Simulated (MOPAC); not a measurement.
MOPAC input (MNDO):

```
MNDO PRECISE GNORM=0.05 LET XYZ UHF MS=0.5 GEO-OK AUX(PRECISION=9) THREADS=1
C4H7

C     0.22577584 1    0.13547594 1    1.40749977 1
C     0.00742734 1    0.07963315 1    0.04508769 1
H     0.38119463 1    1.08236846 1    1.90771855 1
H     0.24731876 1   -0.75949738 1    2.01389750 1
C    -0.02844852 1    1.23028516 1   -0.72802239 1
H     0.12134138 1    2.20489305 1   -0.28305230 1
H    -0.20684708 1    1.18897693 1   -1.79400529 1
C    -0.18199788 1   -1.26143177 1   -0.62813139 1
H    -0.36837223 1   -2.04988441 1    0.10038942 1
H    -1.02040204 1   -1.23565840 1   -1.32585567 1
H     0.70922577 1   -1.53497315 1   -1.19769435 1
```

From the last part of the output:

```
                                                       MOPAC v23.2.5 Linux

          FINAL HEAT OF FORMATION =         18.44392 KCAL/MOL =      77.16935 KJ/MOL

          COSMO AREA              =        109.25 SQUARE ANGSTROMS
          COSMO VOLUME            =         94.75 CUBIC ANGSTROMS

          GRADIENT NORM           =          0.02327          =       0.00701 PER ATOM
          IONIZATION POTENTIAL    =          9.084511 EV
          ALPHA SOMO LUMO (EV)    =         -9.085  1.273
          BETA  SOMO LUMO (EV)    =        -10.411  0.669
          NO. OF ALPHA ELECTRONS  =         12
          NO. OF BETA  ELECTRONS  =         11
          MOLECULAR WEIGHT        =         55.0993         POINT GROUP:  C1

          MOLECULAR DIMENSIONS (Angstroms)

            Atom       Atom       Distance
            H     7    H     4     4.37233
            H     6    H    11     3.80154
            H    10    H     6     1.68566

          SCF CALCULATIONS        =         35

   ATOM   CHEMICAL          X               Y               Z
  NUMBER   SYMBOL      (ANGSTROMS)     (ANGSTROMS)     (ANGSTROMS)

     1       C          0.22929605  *   0.13166933  *   1.42847194  *
     2       C          0.00693357  *   0.07286326  *   0.04127540  *
     3       H          0.37939418  *   1.06837932  *   1.95753450  *
     4       H          0.26545870  *  -0.75258436  *   2.05749480  *
     5       C         -0.02804937  *   1.24174815  *  -0.74253630  *
     6       H          0.10917763  *   2.23346846  *  -0.32172435  *
     7       H         -0.19393447  *   1.22385826  *  -1.81547400  *
     8       C         -0.18461747  *  -1.26487666  *  -0.63225712  *
     9       H         -0.38082757  *  -2.08020888  *   0.09332115  *
    10       H         -1.04207391  *  -1.24479293  *  -1.33662739  *
    11       H          0.72348230  *  -1.54306298  *  -1.20801863  *

                             CARTESIAN COORDINATES

   1    C        0.229296045     0.131669335     1.428471944
   2    C        0.006933568     0.072863259     0.041275401
   3    H        0.379394184     1.068379318     1.957534500
   4    H        0.265458696    -0.752584363     2.057494800
   5    C       -0.028049375     1.241748152    -0.742536300
   6    H        0.109177631     2.233468459    -0.321724351
   7    H       -0.193934472     1.223858259    -1.815474000
   8    C       -0.184617471    -1.264876662    -0.632257119
   9    H       -0.380827573    -2.080208877     0.093321154
  10    H       -1.042073906    -1.244792928    -1.336627387
  11    H        0.723482299    -1.543062980    -1.208018630

           Empirical Formula: C4 H7  =    11 atoms

      MOLECULAR POINT GROUP   :   C1

          ALPHA EIGENVALUES
 -38.81435 -29.34393 -28.69848 -19.71105 -15.60462 -15.47246 -14.25413 -13.54688
 -13.16582 -12.69816 -11.17748  -9.08451   1.27292   3.88582   3.97555   4.37681
   4.50446   4.77852   4.85255   5.17242   5.83588   5.90336   6.17220

           BETA EIGENVALUES
 -38.67841 -28.95138 -27.39266 -19.69121 -15.47891 -15.36791 -14.34833 -13.40005
 -13.07441 -12.67637 -10.41113   0.66860   2.21164   3.95820   4.06908   4.32649
   4.78623   5.06653   5.26521   5.49525   5.77635   6.18162   6.24298

              NET ATOMIC CHARGES AND DIPOLE CONTRIBUTIONS

  ATOM NO.   TYPE          CHARGE      No. of ELECS.   s-Pop       p-Pop
    1          C          -0.052551        4.0526     1.24564     2.80692
    2          C          -0.120950        4.1210     1.20484     2.91611
    3          H           0.040014        0.9600     0.95999
    4          H           0.041292        0.9587     0.95871
    5          C          -0.054098        4.0541     1.24609     2.80801
    6          H           0.040418        0.9596     0.95958
    7          H           0.041019        0.9590     0.95898
    8          C           0.077882        3.9221     1.20932     2.71280
    9          H          -0.005757        1.0058     1.00576
   10          H          -0.004261        1.0043     1.00426
   11          H          -0.003010        1.0030     1.00301
 DIPOLE           X         Y         Z       TOTAL
 POINT-CHG.     0.006    -0.035    -0.022     0.042
 HYBRID         0.011     0.057     0.022     0.062
 SUM            0.018     0.021     0.001     0.028

          ATOMIC ORBITAL ELECTRON POPULATIONS

     Atom    s        px        py        pz
    1  C   1.24564   0.98556   0.92302   0.89834
    2  C   1.20484   1.02586   0.95111   0.93914
    3  H   0.95999
    4  H   0.95871
    5  C   1.24609   0.98705   0.90438   0.91657
    6  H   0.95958
    7  H   0.95898
    8  C   1.20932   0.91445   0.88694   0.91142
    9  H   1.00576
   10  H   1.00426
   11  H   1.00301

                    (SZ)    =    0.500000
                    (S**2)  =    1.013756

          ATOMIC ORBITAL SPIN POPULATIONS

    Atom   Total    s     px     py     pz
         Atomic
    1  C  0.8854  0.046  0.726  0.047  0.067
    2  C -0.6202 -0.039 -0.471 -0.045 -0.065
    3  H -0.0428 -0.043
    4  H -0.0434 -0.043
    5  C  0.8921  0.046  0.732  0.052  0.062
    6  H -0.0431 -0.043
    7  H -0.0437 -0.044
    8  C  0.0490  0.005  0.011  0.022  0.011
    9  H -0.0042 -0.004
   10  H -0.0113 -0.011
   11  H -0.0179 -0.018

 **********************
 *                    *
 * JOB ENDED NORMALLY *
 *                    *
 **********************

 == MOPAC DONE ==
```

The determinant is spin-contaminated: <S^2> is 1.01 against 0.75 for a pure state.
